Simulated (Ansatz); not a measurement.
**Cost against result**

The pair of H2S (SMILES S, atoms 1–3) and SiNH5 (SMILES [SiH3]N, atoms 4–10), both closed shells, in one local arrangement (a lower one may exist), relaxed at PBE0-D4/def2-TZVP:

```tsv
atom	x (Å)	y (Å)	z (Å)
S1	0.2190	0.1825	-2.9265
H2	-0.2705	0.2847	-1.6686
H3	1.4477	0.5585	-2.5415
Si4	0.2947	-0.5260	1.2546
N5	-0.9069	0.4224	0.4431
H6	0.1334	-1.9276	0.7967
H7	1.6242	0.0060	0.8617
H8	0.2173	-0.5077	2.7441
H9	-0.9007	1.4221	0.5832
H10	-1.8583	0.0850	0.4532
```

Interaction energies are counterpoise-corrected; the time is that of the whole pair.

Program: Ansatz 0.2.0. Basis: as named in each row. Cores are frozen in the correlated methods. B3LYP uses VWN-RPA correlation. Extrapolation: Hartree–Fock as exp(−7.88 √X), correlation as X^−2.97.

Times are rough, for one single point on 4 threads of a shared host (AMD EPYC 7B13).

The estimate by CCSD(T) at an estimated basis limit (MP2 extrapolated from triple and quadruple zeta, plus CCSD(T) − MP2 in triple zeta) is -11.6 kJ/mol.

| method | basis | time (s) | interaction energy (kJ/mol) | method less estimate |
| --- | --- | --- | --- | --- |
| HF | STO-3G | under 1 | 5.0 | 16.6 |
| PBE-D4 | STO-3G | under 1 | -15.1 | -3.5 |
| SPW92 | def2-SVP | under 1 | -24.8 | -13.2 |
| B3LYP-D4 | 6-31G | under 1 | -22.9 | -11.3 |
| PBE-D4 | def2-SVP | under 1 | -17.6 | -6.0 |
| PBE0-D4 | def2-SVP | under 1 | -16.7 | -5.1 |
| CCSD(T) | def2-SVP | 1 | -4.6 | 7.0 |
| PBE-D4 | def2-TZVPPD | 2 | -16.1 | -4.5 |
| revPBE-D4 | def2-TZVPPD | 2 | -14.2 | -2.6 |
| BLYP-D4 | def2-TZVPPD | 2 | -13.6 | -2.0 |
| wB97M-V | def2-SVP | 2 | -12.1 | -0.5 |
| PBE0-D4 | def2-TZVPPD | 2 | -14.8 | -3.2 |
| HSE06-D4 | def2-TZVPPD | 2 | -14.7 | -3.1 |
| B3LYP-D4 | def2-TZVPPD | 2 | -13.5 | -1.9 |
| r2SCAN-D4 | def2-TZVPPD | 2 | -13.5 | -1.9 |
| B2PLYP | def2-TZVPPD | 4 | -7.8 | 3.8 |
| B97M-V | def2-TZVPPD | 5 | -11.7 | -0.1 |
| wB97X-V | def2-TZVPPD | 5 | -11.3 | 0.3 |
| wB97M-V | def2-TZVPPD | 6 | -10.9 | 0.7 |
| MP2 | def2-QZVPPD | 12 | -12.2 | -0.6 |
| CCSD(T) | def2-TZVPPD | 57 | -9.8 | 1.8 |

T1 diagnostic: at most 0.011.
